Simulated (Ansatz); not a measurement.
```yaml
crystal:
  periodic: [false, false, false]
  atoms:
    - {symbol: Ni, position_ang: [0.000000, 0.000000, 0.000000]}
    - {symbol: S, position_ang: [0.000000, 0.000000, 2.290000]}
basis:
  gaussian: {orbitals: def2-TZVP}
magnetization: {spin_polarized: true, initial_magnetization: 2}
hamiltonian: {xc: pbe0}
relax: {f_tol: 0.004, max_steps: 80}
```

```sh
$ ansatz run in.yaml --threads 1 --pin off --events-out ev --progress --plain --max-ram 2176MiB
```

Steps of the relaxation (energy above the last step; positions in Å, forces in eV/Å):

```
2
step 1, 458.3 meV
Ni    0.000    0.000    0.000    0.000    0.000    2.128
S     0.000    0.000    2.290    0.000    0.000   -2.128
```

```
2
step 2, 165.9 meV
Ni    0.000    0.000    0.078    0.000    0.000    1.569
S     0.000    0.000    2.212    0.000    0.000   -1.569
```

```
2
step 3, 52.8 meV
Ni    0.000    0.000    0.121    0.000    0.000    1.009
S     0.000    0.000    2.169    0.000    0.000   -1.009
```

```
2
step 8, 0.0 meV
Ni    0.000    0.000    0.167    0.000    0.000   -0.002
S     0.000    0.000    2.123    0.000    0.000    0.002
```

Close pairs at the end: Ni1–S2 1.957 Å.

A stationary point of unrestricted PBE0 after 8 steps, with ⟨S²⟩ = 2.018 against 2.00 for a pure state. 93 s on 1 thread of Intel Xeon Platinum 8259CL, shared host.
